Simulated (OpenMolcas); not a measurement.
# CH3S2 (methyldithio radical): the vertical ionisation energy from total energies

CH3S2 has 6 atoms, charge 0, and is taken as a doublet. SMILES: `CS[S]`. The coordinates come from a PBE0-D4/def2-TZVP relaxation.

```xyz
6

C    -0.3385    0.4450   -0.1869
S     0.0277   -0.8414    1.0233
S     1.6080   -1.7654    0.3697
H    -1.2237    0.9784    0.1648
H     0.5058    1.1295   -0.2604
H    -0.5371   -0.0102   -1.1565
```

Both states at this one shape; open shells run unrestricted unless said. 1 Eh = 27.2114 eV.

| level | program | doublet CH3S2 (Eh) | singlet [CH3S2]+ (Eh) |
| --- | --- | --- | --- |
| UHF/STO-3G | OpenMolcas | -825.485331 | -825.253239 |
| UBLYP/def2-SVPD | OpenMolcas | -835.981947 | -835.667425 |
| UB3LYP/def2-SVPD | OpenMolcas | -836.044608 | -835.716682 |
| UBHLYP/def2-SVPD | OpenMolcas | -835.976119 | -835.643012 |

**Question.** Work out the vertical ionisation energy at each level.

**Answer.** 
1. UHF/STO-3G: -825.253239 − (-825.485331) = 0.232092 Eh = 6.32 eV.
2. UBLYP/def2-SVPD: -835.667425 − (-835.981947) = 0.314522 Eh = 8.56 eV.
3. UB3LYP/def2-SVPD: -835.716682 − (-836.044608) = 0.327926 Eh = 8.92 eV.
4. UBHLYP/def2-SVPD: -835.643012 − (-835.976119) = 0.333107 Eh = 9.06 eV.

No measured value is set beside it here; the levels span 6.32 to 9.06 eV. Minimal sets are far from the basis-set limit.
